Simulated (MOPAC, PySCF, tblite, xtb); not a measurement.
Energy landscape of H2P, doublet: symmetric bend, bond length relaxed. Scanned: H-P-H angle. Other coordinates (P-H bond length) were minimised at B3LYP/def2-TZVP.

AM1, unrestricted, heats of formation (MOPAC); GFN2-xTB, 300 K electronic temperature (tblite); GFN1-xTB (xtb); CCSD(T) on UHF/cc-pVTZ, 5 core orbitals frozen (PySCF).

Energies relative to the lowest point of each profile, in kcal/mol; the last columns give the difference from CCSD(T):

```json
[
 {"a / °": "180", "AM1": "—", "GFN2-xTB": "63.5", "GFN1-xTB": "—", "CCSD(T)": "72.7", "AM1 − CCSD(T)": "—", "GFN2-xTB − CCSD(T)": "-9.2", "GFN1-xTB − CCSD(T)": "—"},
 {"a / °": "170", "AM1": "—", "GFN2-xTB": "60.8", "GFN1-xTB": "81.5", "CCSD(T)": "68.8", "AM1 − CCSD(T)": "—", "GFN2-xTB − CCSD(T)": "-8.0", "GFN1-xTB − CCSD(T)": "12.7"},
 {"a / °": "160", "AM1": "—", "GFN2-xTB": "52.4", "GFN1-xTB": "65.5", "CCSD(T)": "58.5", "AM1 − CCSD(T)": "—", "GFN2-xTB − CCSD(T)": "-6.1", "GFN1-xTB − CCSD(T)": "7.1"},
 {"a / °": "150", "AM1": "27.7", "GFN2-xTB": "41.0", "GFN1-xTB": "49.4", "CCSD(T)": "45.6", "AM1 − CCSD(T)": "-18.0", "GFN2-xTB − CCSD(T)": "-4.7", "GFN1-xTB − CCSD(T)": "3.8"},
 {"a / °": "140", "AM1": "19.3", "GFN2-xTB": "29.8", "GFN1-xTB": "35.1", "CCSD(T)": "32.9", "AM1 − CCSD(T)": "-13.6", "GFN2-xTB − CCSD(T)": "-3.1", "GFN1-xTB − CCSD(T)": "2.2"},
 {"a / °": "130", "AM1": "11.8", "GFN2-xTB": "19.8", "GFN1-xTB": "22.9", "CCSD(T)": "21.4", "AM1 − CCSD(T)": "-9.6", "GFN2-xTB − CCSD(T)": "-1.6", "GFN1-xTB − CCSD(T)": "1.5"},
 {"a / °": "120", "AM1": "5.9", "GFN2-xTB": "11.4", "GFN1-xTB": "13.1", "CCSD(T)": "12.0", "AM1 − CCSD(T)": "-6.1", "GFN2-xTB − CCSD(T)": "-0.6", "GFN1-xTB − CCSD(T)": "1.1"},
 {"a / °": "110", "AM1": "1.9", "GFN2-xTB": "5.0", "GFN1-xTB": "5.8", "CCSD(T)": "5.1", "AM1 − CCSD(T)": "-3.2", "GFN2-xTB − CCSD(T)": "-0.1", "GFN1-xTB − CCSD(T)": "0.7"},
 {"a / °": "100", "AM1": "0.0", "GFN2-xTB": "1.1", "GFN1-xTB": "1.3", "CCSD(T)": "1.0", "AM1 − CCSD(T)": "-1.0", "GFN2-xTB − CCSD(T)": "0.1", "GFN1-xTB − CCSD(T)": "0.3"},
 {"a / °": "90", "AM1": "0.5", "GFN2-xTB": "0.0", "GFN1-xTB": "0.0", "CCSD(T)": "0.0", "AM1 − CCSD(T)": "0.5", "GFN2-xTB − CCSD(T)": "0.0", "GFN1-xTB − CCSD(T)": "0.0"},
 {"a / °": "80", "AM1": "3.4", "GFN2-xTB": "2.2", "GFN1-xTB": "2.3", "CCSD(T)": "2.2", "AM1 − CCSD(T)": "1.2", "GFN2-xTB − CCSD(T)": "0.0", "GFN1-xTB − CCSD(T)": "0.1"},
 {"a / °": "70", "AM1": "9.0", "GFN2-xTB": "8.3", "GFN1-xTB": "9.0", "CCSD(T)": "7.8", "AM1 − CCSD(T)": "1.2", "GFN2-xTB − CCSD(T)": "0.4", "GFN1-xTB − CCSD(T)": "1.2"},
 {"a / °": "60", "AM1": "16.7", "GFN2-xTB": "18.5", "GFN1-xTB": "20.9", "CCSD(T)": "16.6", "AM1 − CCSD(T)": "0.2", "GFN2-xTB − CCSD(T)": "1.9", "GFN1-xTB − CCSD(T)": "4.3"}
]
```

AM1 is furthest from CCSD(T) at 150 (-18.0 kcal/mol, below); its mean absolute difference over the points is 5.5 kcal/mol.

GFN2-xTB is furthest from CCSD(T) at 180 (-9.2 kcal/mol, below); its mean absolute difference over the points is 2.8 kcal/mol.

GFN1-xTB is furthest from CCSD(T) at 170 (12.7 kcal/mol, above); its mean absolute difference over the points is 2.9 kcal/mol.

A dash means that the run gave no value there, or that the column was ended at a point which the program doubted or which failed a test of continuity chosen for this set; such a test can also cut sound points.

The unrestricted determinant behind CCSD(T) is spin-contaminated on part of the scan (<S²> up to 1.2, against 0.75 for the pure state).
